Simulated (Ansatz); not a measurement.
# [H···H···OH], doublet along the distance H1-H2

Starting geometry:

```xyz
4

H    -2.0456    0.0498    0.0000
H    -1.3006    0.0498    0.0000
O     0.1834    0.0498    0.0000
H     0.4352   -0.8901    0.0000
```

From there H2 is moved from one fragment to the other while all else, the fragments' distance too, stays fixed, so the hump isn't the reaction's barrier; atoms are numbered as listed. Energies are in kJ/mol, counted from the starting geometry at the same level. Kohn–Sham curves are unrestricted where that lies lower.

Basis cc-pVTZ; Ansatz 0.2.0. Correlated methods freeze the noble-gas cores. Prefix R: restricted or restricted open-shell reference; prefix U: unrestricted.

Full CI isn't at hand for all of this; UCCSDT(Q) serves as the reference, and is uncertain by about the last step of the cluster series.

| distance H1-H2 (Å) | UCCSDT(Q) | PBE | r2SCAN | PBE0 | B3LYP | r2SCAN0 | wB97M-V | B2PLYP | RPA-PBE |
| --- | --- | --- | --- | --- | --- | --- | --- | --- | --- |
| 0.745 | 0.0 | 0.0 | 0.0 | 0.0 | 0.0 | 0.0 | 0.0 | 0.0 | 0.0 |
| 0.816 | 2.4 | -8.0 | -3.7 | -2.7 | -2.1 | 0.2 | 0.7 | 0.5 | -0.1 |
| 0.957 | 6.0 | -16.5 | -7.0 | -3.9 | -1.1 | 2.9 | 4.1 | 1.7 | 2.6 |
| 1.098 | -22.8 | -37.4 | -29.7 | -27.7 | -19.9 | -21.7 | -19.3 | -25.2 | -17.4 |
| 1.239 | -57.9 | -55.8 | -52.0 | -56.1 | -42.5 | -51.0 | -48.8 | -55.4 | -44.4 |
